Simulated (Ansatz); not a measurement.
## Prototype screening

The calculation used DFT PBE, scalar-relativistic, plane waves, PAW (Ansatz). Settings: cutoff 420 eV, Γ-centred meshes no coarser than 0.19 Å⁻¹ for metals and 0.3 Å⁻¹ for insulators (2π included), Gaussian smearing.

Each formula was placed on the sites of the named type and relaxed at zero pressure without lowering the symmetry. No run is spin-polarised. The smearing is 0.1 eV for metals and 0.01 to 0.02 eV otherwise. The zero of energy is the elements' standard structures at the same level (Cl₂ as a molecule); no fitted shifts are applied.

For metals, differences of a few meV/atom aren't resolved. Spin–orbit coupling is left out.

```tsv
formula	started on type	final group	a or a / b (Å)	c (Å)	V (Å³/atom)	E over elements (eV/atom)	gap on mesh (eV)
BaIr3	Ni3Sn (D0_19)	P6_3/mmc	7.03	4.52	24.1	0.57	0.00
Ca3W	TiAl3 (D0_22)	I4/mmm	4.98	9.05	28.0	0.96	0.00
ZnCl	zinc blende	F-43m	6.17	6.17	29.3	-0.23	0.00
Sc2Ge	ThSi2	I4_1/amd	3.14	26.13	21.5	-0.35	0.00
```

Cost: 4 runs of about 15 core-minutes in all, on Arm Neoverse V2, Intel Xeon Platinum 8259CL (Skylake/Cascade Lake), Arm Neoverse V1 (shared hosts).